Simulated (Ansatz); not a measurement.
CHClF₂ (`FC(F)Cl`), relaxed with RKS PBE-D4/def2-SVP in Ansatz from a rough embedded geometry. The force threshold is 0.03 eV/Å; the program also tests the step.

Total charge 0; spin multiplicity 1.

Start:

```xyz
5

F     0.058    1.302   -0.492
C    -0.090    0.022    0.012
F    -0.179   -0.777   -1.066
Cl    1.220   -0.492    0.952
H    -1.009   -0.055    0.593
```

```tsv
step	energy (eV)	largest force (eV/Å)	largest move (Å)
1	-18988.9963	2.073	0.000
2	-18989.0962	1.184	0.036
3	-18989.1430	0.336	0.035
4	-18989.1474	0.028	0.013
```

End:

```xyz
5

F     0.071    1.283   -0.456
C    -0.110    0.023   -0.027
F    -0.205   -0.791   -1.093
Cl    1.278   -0.473    0.990
H    -1.034   -0.042    0.586
```

Hardware: 2 threads of a server CPU on a shared host. Wall time 4.2 s, peak host memory 0.13 GiB.
